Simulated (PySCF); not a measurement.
# Working out the ionisation energy of P

P [Ne] 3s2 3p3 (4S) → P+ [Ne] 3s2 3p2 (3P). All numbers are calculated (PySCF 2.14, scalar relativity by spin-free X2C-1e, in Sapporo-DZP-2012 (5s4p2d, 27 functions)). Frozen: [Ne]. Energies in hartree (1 hartree = 27.21139 eV):

```
            part    P (lower)   P+ (upper)
             UHF  -341.413369  -341.049245
CCSD correlation    -0.086384    -0.072217
             (T)    -0.001234    -0.000997
```

Q: What does Hartree-Fock give?

A: (-341.049245) − (-341.413369) = 0.364124 hartree = 9.908 eV.

Q: What do CCSD and CCSD(T) give?

A: The CCSD correlation energies differ by 0.014167 hartree = 0.386 eV and the triples by 0.000237 hartree = 0.006 eV, so CCSD gives 10.294 eV and CCSD(T) 10.300 eV.

Measured between the centres of the two terms (NIST): 10.526 eV, so CCSD(T) (valence) is off by -0.226 eV.

A double-zeta basis recovers only part of the correlation energy.

What remains against the reference includes basis incompleteness, the frozen core and higher excitations.
